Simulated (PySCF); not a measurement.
# SMILES C=C=C, C₃H₄

Geometry:
```tsv
atom	x (Å)	y (Å)	z (Å)
C1	-1.287	-0.046	-0.039
C2	0.021	-0.043	-0.047
C3	1.328	-0.040	-0.054
H4	-1.852	0.590	0.650
H5	-1.857	-0.685	-0.722
H6	1.890	0.648	-0.695
H7	1.901	-0.725	0.580
```

The calculation used GIAO B3LYP/6-311+G(2d,p) magnetisability, rotational g tensor and spin-rotation constants, non-relativistic, gas phase in PySCF. Geometry: PBE0-D3(BJ)/def2-SVP.

Q: How diamagnetic is it, and how anisotropic?

A: Isotropic -462 × 10⁻³⁰ J/T², or -27.8 × 10⁻⁶ cm³/mol; principal values -463, -463, -461 × 10⁻³⁰ J/T², anisotropy 2 × 10⁻³⁰ J/T² (root of half the summed squared differences of the principal values). The susceptibility is in cgs units.

Q: Split it along the inertial axes a, b, c into diamagnetic and paramagnetic parts about the centre of mass, with the quadrupole moment.

A: 
| axis | χ (10⁻⁶ cm³/mol) | diamagnetic (10⁻⁶ cm³/mol) | paramagnetic (10⁻⁶ cm³/mol) | summed x² of all electrons (Å²) | quadrupole Θ (D Å) |
| --- | --- | --- | --- | --- | --- |
| a | -27.8 | -49.7 | 21.9 | 37.9 | +3.87 |
| b | -27.9 | -185.5 | 157.6 | 5.9 | -1.93 |
| c | -27.9 | -185.5 | 157.6 | 5.9 | -1.93 |

Anisotropies 2χaa − χbb − χcc = +0.2 and 2χbb − χaa − χcc = -0.1 × 10⁻⁶ cm³/mol. Θ is traceless in Buckingham's convention.

Q: And the rotational g tensor?

A: 
```
axis  rotational constant (GHz)        g  nuclear part  electronic part
   a                   142.8686  -0.4722        0.9995          -1.4716
   b                     8.8702  -0.0146        0.6423          -0.6569
   c                     8.8702  -0.0146        0.6423          -0.6569
```
Prolate top; isotopes 12C, 1H; no vibrational averaging.
